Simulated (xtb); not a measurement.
AlF3, SMILES [Al]([F])([F])[F]. All values are semi-empirical tight-binding results from xtb (GFN2-xTB unless named), good for trends rather than for accurate numbers. Coordinates come from a GFN2-xTB optimisation. The isomer is the one that the SMILES or the coordinates give; other isomers of the formula were not compared.

For metal compounds this method's bond lengths and energies can be far off.

Question: Estimate the properties. (The exact figures need the calculation; the answer reports its results.)

Answer: 
The point group as xtb finds it is D3h, the orbital gap comes out as 5.53 eV and the zero-point energy is 4.4 kcal/mol. The G − E(el) at 298.15 K (modified RRHO) comes out as -12.1 kcal/mol.
